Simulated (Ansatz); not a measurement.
# CH₄B radical: functionals against CCSD(T) at one geometry

Aim: energy, forces and dipole at a structure displaced at random from a GFN2-xTB minimum, from CCSD(T) and from density functionals.

Program: Ansatz 0.2.0, Gaussian basis. Level of theory: single points in def2-TZVPP. These are calculated values, not measurements.

Cores are frozen in the correlated methods. Orbitals are unrestricted.

### 1 Where the work starts

SMILES `B[CH2]`, 6 atoms, charge 0, spin multiplicity 2.

Atoms are counted from 1 here; the program's logs count them from 0.

Bond lengths: B1–C2 1.515 Å, B1–H3 1.195 Å, B1–H4 1.133 Å, C2–H5 1.032 Å, C2–H6 1.061 Å. Angles: C2–B1–H3 122.3°, C2–B1–H4 121.7°, H3–B1–H4 116.0°, B1–C2–H5 102.0°, B1–C2–H6 120.8°, H5–C2–H6 137.1°.

As a file:

```xyz
6
CH4B
B     0.07700   -0.66070   -0.00840
C    -0.04960    0.84880   -0.04020
H     1.12690   -1.21570   -0.14110
H    -0.82900   -1.33160    0.10620
H     0.69660    1.11300   -0.70160
H    -0.81390    1.34120    0.50740
```

### 2 CCSD(T)/def2-TZVPP

run/in.yaml

```yaml
crystal:
  periodic: [false, false, false]
  atoms:
    - {symbol: B, position_ang: [0.077000, -0.660700, -0.008400]}
    - {symbol: C, position_ang: [-0.049600, 0.848800, -0.040200]}
    - {symbol: H, position_ang: [1.126900, -1.215700, -0.141100]}
    - {symbol: H, position_ang: [-0.829000, -1.331600, 0.106200]}
    - {symbol: H, position_ang: [0.696600, 1.113000, -0.701600]}
    - {symbol: H, position_ang: [-0.813900, 1.341200, 0.507400]}
basis:
  gaussian: {orbitals: def2-TZVPP}
magnetization: {spin_polarized: true, initial_magnetization: 1}
correlation: {method: ccsd_t}
scf: {omitted_lower_state_checks: [cluster_reference]}
output: {forces: true}
```

The command line of these runs was not kept.

### 3 PBE0-D4/def2-TZVPP

run/in.yaml, as its differences from that of step 2:

```diff
@@ -12,4 +12,3 @@
 magnetization: {spin_polarized: true, initial_magnetization: 1}
-correlation: {method: ccsd_t}
-scf: {omitted_lower_state_checks: [cluster_reference]}
-output: {forces: true}
+hamiltonian: {xc: pbe0, dispersion: d4}
+output: {forces: true, orbitals: {seedname: orbitals}}
```

### 4 wB97M-V/def2-TZVPP

run/in.yaml, as its differences from that of step 3:

```diff
@@ -12,3 +12,3 @@
 magnetization: {spin_polarized: true, initial_magnetization: 1}
-hamiltonian: {xc: pbe0, dispersion: d4}
-output: {forces: true, orbitals: {seedname: orbitals}}
+hamiltonian: {xc: {name: wB97M-V}}
+output: {forces: true}
```

### 5 r2SCAN-D4/def2-TZVPP

run/in.yaml, as its differences from that of step 4:

```diff
@@ -12,3 +12,3 @@
 magnetization: {spin_polarized: true, initial_magnetization: 1}
-hamiltonian: {xc: {name: wB97M-V}}
+hamiltonian: {xc: r2scan, dispersion: d4}
 output: {forces: true}
```

### 6 PBE-D4/def2-TZVPP

run/in.yaml, as its differences from that of step 5:

```diff
@@ -12,3 +12,3 @@
 magnetization: {spin_polarized: true, initial_magnetization: 1}
-hamiltonian: {xc: r2scan, dispersion: d4}
+hamiltonian: {xc: pbe, dispersion: d4}
 output: {forces: true}
```

### 7 CAM-B3LYP-D4/def2-TZVPP

run/in.yaml, as its differences from that of step 6:

```diff
@@ -12,3 +12,3 @@
 magnetization: {spin_polarized: true, initial_magnetization: 1}
-hamiltonian: {xc: pbe, dispersion: d4}
+hamiltonian: {xc: {name: CAM-B3LYP}, dispersion: d4}
 output: {forces: true}
```

### 8 BLYP-D4/def2-TZVPP

run/in.yaml, as its differences from that of step 7:

```diff
@@ -12,3 +12,3 @@
 magnetization: {spin_polarized: true, initial_magnetization: 1}
-hamiltonian: {xc: {name: CAM-B3LYP}, dispersion: d4}
+hamiltonian: {xc: {name: BLYP}, dispersion: d4}
 output: {forces: true}
```

(Steps that only read results are left out.)

**Question.** What will these runs give? Wanted: energy less free atoms, CCSD(T)/def2-TZVPP; RMS force component; RMS force error; HOMO and LUMO, PBE0-D4; T1 diagnostic.

The runs gave:

```
                                  quantity                                                                                                value
energy less free atoms, CCSD(T)/def2-TZVPP                                                                                      -464.7 kcal/mol
                       RMS force component                                                                 1.113 to 1.217 eV/Å over the methods
                           RMS force error  PBE0-D4 0.140, wB97M-V 0.109, r2SCAN-D4 0.126, PBE-D4 0.214, CAM-B3LYP-D4 0.141, BLYP-D4 0.139 eV/Å
                    HOMO and LUMO, PBE0-D4                                                                                   -7.41 and -3.25 eV
                             T1 diagnostic                                                                                                0.015
```

What this shows: Against CCSD(T) the functionals' energies less atoms differ by -19.0 to -13.4 kcal/mol, PBE-D4 by -19.0 kcal/mol. CCSD(T) in triple zeta still lacks some correlation energy of the bonds, so part of these gaps is its own basis error and they don't rank the functionals. For forces wB97M-V does best and PBE-D4 worst.
